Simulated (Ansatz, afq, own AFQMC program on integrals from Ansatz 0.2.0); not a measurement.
# F⁺, singlet in aug-cc-pVTZ, levels against full CI

A free F cation.

Basis aug-cc-pVTZ. Only valence electrons are correlated. Integrals, coupled cluster, full CI and functionals: Ansatz 0.2.0; the random walks run on the same integrals in our own AFQMC program. The CISD trial takes its coefficients from CCSD amplitudes. Released means that phaseless walkers are propagated on without the constraint, phases kept. Error bars are statistical, one sigma.

Determinant: RHF, the one that the program's search chose, which needn't be the lowest solution.

Full CI on the same integrals is exact in this basis and with this determinant's frozen core.

Cautions: another spin lies lower (by 2.64 eV); restricted determinant unstable towards unrestricted (UHF 3.13 eV lower, ⟨S²⟩ 1.01); strong correlation (T1 0.004, weight of the determinant 0.82, largest double 0.29); the ph-AFQMC/CISD walk drifts between its halves (2.2 errors); the determinant fills the p orbitals unequally in pairs, so it mixes two states of the atom (¹D and ¹S), and each level undoes that mixture to a different degree, while full CI gives the lower state; CCSDTQ on the UHF determinant differs (2.64 eV lower), perhaps since the unrestricted series falls towards higher spin.

The T1 diagnostic is 0.0036, the weight of the determinant in the CISD state is 0.825 and the size of the correlated space is 6 electrons in 45 orbitals.

| level | correlation energy (eV) |
| --- | --- |
| MP2 | -4.5868 |
| CCSD | -5.7036 |
| CCSD(T) | -6.0192 |

**Question.** Estimate where full CI lies against CCSD(T) on the same integrals.

**Answer.** 164.3 meV below CCSD(T).

Reference: full CI, correlation energy -6.184 eV. The released energy is read at 1.62 1/Eh, later times being too noisy (meV from the phaseless value at times in 1/Eh: -7 ± 4 at 0.24, -9 ± 4 at 0.51, -15 ± 4 at 0.99, -12 ± 7 at 1.62, 4 ± 13 at 2.40). The cautions show a poor starting determinant, so the rows tell how each method copes with it here, and full CI is the sure value.

| level | E − E(reference) (meV) | share of correlation (%) |
| --- | --- | --- |
| CCSD(T) | 164.3 | 97.34 |
| CCSDT | 84.9 | 98.63 |
| CCSDT(Q) | -6.0 | 100.10 |
| CCSDTQ | 0.7 | 99.99 |
| ph-AFQMC/CISD | 8.0 ± 3.0 | 99.87 |
| released AFQMC | -4.0 ± 7.3 | 100.06 |

CCSDT and higher add their correlation energy to the determinant of the CCSD(T) run, since their own runs factorise the integrals more tightly (a shift of under 2 meV). Released energies are given only where the last usable release times agree within the noise; a slower fall can still hide under it.
